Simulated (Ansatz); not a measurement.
Mulliken charges of C$_{2}$H$_{5}$NOS, SMILES `N=CSCO` from PBE/def2-TZVPP in Ansatz (PBE0-D4/def2-TZVP geometry).

```csv
atom,x (Å),y (Å),z (Å),charge (e)
N1,1.091,1.488,0.590,-0.238
C2,1.536,0.312,0.542,-0.034
S3,0.735,-1.197,0.089,-0.084
C4,-0.984,-0.659,-0.047,-0.027
O5,-1.250,0.222,-1.098,-0.295
H6,0.126,1.563,0.271,0.159
H7,2.577,0.120,0.812,0.098
H8,-1.559,-1.589,-0.114,0.124
H9,-1.262,-0.144,0.875,0.105
H10,-0.928,-0.168,-1.917,0.193
```

**Question.** By hand: the dipole of these point charges (1 e Å = 4.8032 D).

**Answer.** Σ q r = (-0.211, -0.296, -0.011) e Å, of length 0.364 e Å = 1.75 D.

**Question.** How does the dipole of the full density compare? (Estimate.)

**Answer.** Ansatz gave: (-0.236, -0.433, -0.185) e Å, 2.53 D; the point charges give 0.69 times that, at 20° from its direction.

Point charges leave out the atoms' own dipoles, such as those of lone pairs, and Mulliken's split depends on the basis, so the two needn't agree.
